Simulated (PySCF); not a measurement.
## Two-dimensional NMR puzzle

Compound of formula C₄H₆S. Correlations simulated from computed shifts and the bond graph:

HSQC (one-bond C–H):
```tsv
δH	δC
2.54	89.3
2.52	35.8
1.42	16.8
```

COSY cross peaks (H two or three bonds apart, from the bond graph; peaks can be absent where the dihedral angle is near 90°):
```tsv
δH	δH
2.52	1.42
```

HMBC (two and three bonds, from the bond graph):
```tsv
δH	δC
2.54	80.3
2.52	80.3, 16.8
1.42	35.8
```

Carbons without hydrogens: δ 80.3.

[PySCF 2.14.0 with density-fitted response routines: coordinates at the PBE0-D3(BJ)/def2-TZVP level; NMR shieldings at B97-2/pcSseg-2/GIAO; one averaged value for each set of equivalent atoms; one conformer; non-relativistic; gas phase]

Shifts are taken against calculated references (same method and geometry level): ¹H (σ = 31.64 ppm) and ¹³C (σ = 185.38 ppm) vs TMS.

Exchangeable hydrogens are left out of these lists.

Q: Work out the connectivity.

A: `C#CSCC`.

Mapped SMILES: `[CH:1]#[C:2][S:3][CH2:4][CH3:5]` (H(Xn): hydrogen on atom n).

δC 89.3 is C1, a terminal alkyne carbon (δH 2.54). δC 80.3 is C2, an alkyne carbon. δC 35.8 is C4, an sp3 CH2 bonded to S (δH 2.52). δC 16.8 is C5, a methyl carbon (δH 1.42). HMBC from δH 2.54 reaches the proton-free carbon C2. HMBC from δH 2.52 reaches the proton-free carbon C2. COSY links 2.52–1.42.

Shifts are as computed. Against solution values, carbons near 30 ppm lie about +3 ppm off and those near 130 ppm about +7 ppm; carbons on S a further +4 ppm. Of 1211 compounds with measured shifts, 218 miss one by over three times the rms of a fit or turn the order of signals round; such compounds aren't used in these exercises.
